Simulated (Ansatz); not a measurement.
A made-up structure of CH3AlN (charge +1), singlet:

```tsv
atom	x (Å)	y (Å)	z (Å)
C1	0.3882	0.0576	-0.6843
N2	-0.6312	-0.6077	-0.2330
Al3	0.1246	0.5142	1.0780
H4	-1.1837	-1.2698	-0.7778
H5	0.7664	-0.0090	-1.6722
H6	0.5868	1.3572	2.2904
```

It is relaxed with PBE-D4/def2-SVP and then PBE0-D4/def2-TZVP (Ansatz 0.2.0). Atoms count as bonded within 1.22 times the sum of their covalent radii (H–H: 0.88 Å). The end point is not checked to be a true minimum.

**Question.** Does its bonding change? (A judgement: the text doesn't fix the answer.)

**Answer.** The calculation gives: No: no bond forms or breaks.

Where it ends: The first stage lowers the energy by 0.28 eV in 5 steps. It ends as CH₃AlN ([CH]1[NH][AlH]1), total charge +1:
```
6
angstrom
C 0.4380 0.0556 -0.7969
N -0.5492 -0.5205 -0.1811
Al 0.2898 0.6182 0.9948
H -1.1828 -1.2022 -0.6024
H 0.7103 -0.1181 -1.8370
H 0.3451 1.2094 2.4237
```

Labels in which every atom is bracketed show which atoms are joined, not bond orders.

For scale, one of the runs: PBE0-D4/def2-TZVP relaxation, 117 basis functions, launched by `ansatz run in.yaml --threads 2 --pin off --events-out ev --progress --plain --max-ram 4352MiB`. Hardware: 2 CPU threads of an Arm Neoverse V2, shared host. Wall time about 8.5 s.
